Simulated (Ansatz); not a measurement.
Basis-set extrapolation for `CC(F)(F)F` (PBE0-D4/def2-TZVP geometry, frozen core, Ansatz). Multiplicity 1, RHF reference.

```tsv
	def2-TZVPP	def2-QZVPP
HF	-375.987224	-376.003649
MP2 correlation	-1.078377	-1.173119
CCSD(T) correlation	-1.131058	not run
```

Energies in hartree. Use E(X) = E(∞) + A·exp(−7.88·√X) for Hartree–Fock and E(X) = E(∞) + B·X^(−2.97) for correlation, with X = 3 and 4, and add CCSD(T) minus MP2 of the smaller set to the MP2 limit.

What is the CCSD(T) energy at the basis-set limit?

HF limit: -376.003649 + (-0.016425) × 0.13774 = -376.00591. MP2 limit: -1.173119 + (-0.094742) × 0.74074 = -1.24330. Higher-order term: -1.131058 − (-1.078377) = -0.05268. Total: -377.30189 hartree, 482.1 kJ/mol below CCSD(T)/def2-TZVPP.
